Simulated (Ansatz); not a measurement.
## Thallium, hcp: convergence with the k-point mesh

Computed with Ansatz, LDA, scalar-relativistic PAW, on the relaxed cell (a = 3.401 Å, c = 5.443 Å (c/a = 1.600); spin not included). Errors count from a run at 420 eV on a Γ-centred 17×17×10 mesh with Fermi-Dirac smearing of 0.1 eV, extrapolated to zero width. Fixed here: cutoff 420 eV, Fermi-Dirac width 0.1 eV. The SCF starts from atomic densities corrected by a trained network.

| k-mesh | E(σ→0) error (meV/atom) | P (GPa) | SCF iterations |
| --- | --- | --- | --- |
| 2×2×1 | 224.1 | 9.87 | 6 |
| 3×3×2 | 359.8 | -0.11 | 6 |
| 4×4×2 | 64.9 | 2.03 | 6 |
| 5×5×3 | 11.4 | 0.09 | 6 |
| 9×9×5 | 12.0 | 0.24 | 6 |
| 11×11×6 | -3.4 | 0.00 | 6 |
| 15×15×9 | -0.2 | 0.00 | 6 |

Q: What does the run at 7×7×4 give (k-mesh)?

A: E(σ→0) error (meV/atom): 35.1; P (GPa): 0.10; SCF iterations: 6.

Within 5 meV/atom of the last row: from 11×11×6 on.
